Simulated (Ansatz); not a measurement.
## H2Si–C, triplet: the ladder up to RCCSDT(Q)

Geometry: a point of a stretch scan, not a stationary point.

```xyz
4

Si    0.0000    0.0031    0.4797
C     0.0000    0.0031   -1.3406
H     0.0000    1.0877    1.2580
H     0.0000   -1.2094    1.3497
```

Basis cc-pVDZ; Ansatz 0.2.0. Only valence electrons are correlated (noble-gas cores frozen), which leaves 10 electrons in 36 orbitals. Prefix R: restricted or restricted open-shell reference; prefix U: unrestricted. Active spaces: pair = (4e, 4o) about the gap; valence = (10e, 10o) chosen from the atoms' valence shells.

Full CI isn't at hand for all of this; RCCSDT(Q) serves as the reference, and is uncertain by the last step of the cluster series or more. The frozen core follows each run's orbitals, which can shift R against U totals by a few meV.

Unrestricted rows (U) aren't spin-pure: their determinants' ⟨S²⟩ exceeds S(S+1) by up to 0.68, so they mix in states of higher spin. HF rows: RHF is the lowest solution found, UHF is the lowest solution found. Coupled cluster chose its determinant by a search with trial CCSD, here up to 0.34 eV above the lowest Hartree–Fock solution of its kind.

* UHF ⟨S²⟩: 2.679
* T1 diagnostic (RCCSD): 0.0535
* largest doubles amplitude (RCCSD): 0.174
* T1 diagnostic (UCCSD): 0.0625

**Question.** From what is known of these methods and the diagnostics, rank them by the size of their error in total energy against RCCSDT(Q) in cc-pVDZ, smallest first (an estimate: the text doesn't fix the numbers).
A. UHF
B. UCCSD
C. UCCSD(T)
D. NEVPT2 (pair space)
E. MRCISD+Q (pair space)

**Answer.** E (7.1 kJ/mol), C (10.5 kJ/mol), B (30.0 kJ/mol), D (114.2 kJ/mol), A (535.6 kJ/mol).

All errors are against RCCSDT(Q) in cc-pVDZ. With T1 at 0.053 and a doubles amplitude of 0.17 one determinant is a poor start. Within each family the higher level lies nearer, as is usual though not guaranteed.

Natural occupations of CASSCF (valence space) about the gap: 1.984 1.974 1.969 1.802 1.002 0.998 0.198 0.039 0.021 0.014; effectively unpaired electrons, Σ n²(2−n)², 2.27.
